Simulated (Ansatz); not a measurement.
Input file:

```yaml
crystal:
  periodic: [false, false, false]
  atoms:
    - {symbol: Br, position_ang: [0.000000, 0.000000, -1.326000]}
    - {symbol: H, position_ang: [0.000000, 0.000000, 0.212000]}
    - {symbol: H, position_ang: [0.000000, 0.000000, 1.114000]}
basis:
  gaussian: {orbitals: 6-31G}
magnetization: {spin_polarized: false, initial_magnetization: 1}
correlation: {method: bccd_t, electrons: outside_noble_gas}
```

```sh
$ ansatz run in.yaml --threads 1 --pin off --events-out ev --progress --plain --max-ram 2393MiB
```

The program prints:

```
323 factors; integrals over basis functions are off by at most 6.9e-4 eV
mean field evaluation 1: about -70017.3560 eV, gradient 9.1e0 eV
mean field evaluation 2: about -70017.3580 eV, gradient 9.1e0 eV
mean field evaluation 4: about -70017.8002 eV, gradient 1.1e0 eV
mean field evaluation 8: about -70017.8024 eV, gradient 4.8e-4 eV
mean field evaluation 16: about -70017.8024 eV, gradient 1.2e-6 eV
mean field evaluation 32: about -70016.1520 eV, gradient 4.0e-3 eV
mean field -70017.80241928 eV, -2573.1067791374 hartree, gradient 1.2e-6 eV, S^2 0.750000; 1 other end points of the search recorded, 0 dependent functions left out
determinant -70017.80241928 eV, -2573.1067791374 hartree, with singles and doubles -70019.69382990 eV, -2573.1762871959 hartree
determinant -70016.15202350 eV, -2573.0461282111 hartree, with singles and doubles -70017.71902565 eV, -2573.1037144782 hartree
14 core orbitals not correlated: weight in the atoms' cores, before any rotation towards them, 1.000 or more for the frozen orbitals, at most 0.000 for the correlated occupied ones
reference -70017.80241928 eV, -2573.1067791374 hartree; 5, 4 occupied and 14, 15 virtual orbitals, 323 factors
second order -1.42242212 eV of doubles, -0.12964320 eV of singles
cycle   1  -1.90620528 eV  change   -2.0e-1 eV  update   9.4e-3
cycle   2  -1.90791700 eV  change   -1.7e-3 eV  update   2.3e-3
cycle   3  -1.90815665 eV  change   -2.4e-4 eV  update   8.8e-4
cycle   4  -1.90754748 eV  change    6.1e-4 eV  update   3.1e-4
cycle   5  -1.90735600 eV  change    1.9e-4 eV  update   8.5e-5
cycle   6  -1.90730346 eV  change    5.3e-5 eV  update   2.4e-5
cycle   7  -1.90729639 eV  change    7.1e-6 eV  update   7.0e-6
perturbative correction -0.01979671 eV, -0.0007275157 hartree
Total energy: -70019.72951238 eV, -2573.1775985025 hartree
```

For the same geometry and basis full CI lies 4.4 meV lower.

Ran on 1 thread of AMD EPYC 7R43, shared host: 0.81 s wall, 0.1 GiB peak host memory.
